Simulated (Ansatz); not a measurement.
hydrogen cyanide (SMILES C#N) moved off its minimum; all values from Ansatz (a quantum-chemistry and plane-wave program), cores frozen in correlated methods.
(charge 0, multiplicity 1)
```xyz
3

C     -0.1027     0.0463    -0.3377
N     -0.1055     0.0088     0.7092
H      0.0849    -0.0397    -1.6436
```

Give the forces (eV/Å), the total energy and the dipole at CCSD(T)/aug-cc-pVTZ.


```csv
atom,Fx,Fy,Fz
C1,1.200,0.050,-24.217
N2,-0.290,-0.517,19.210
H3,-0.910,0.467,5.007
```
Energy -93.2149 hartree, dipole 3.30 D.
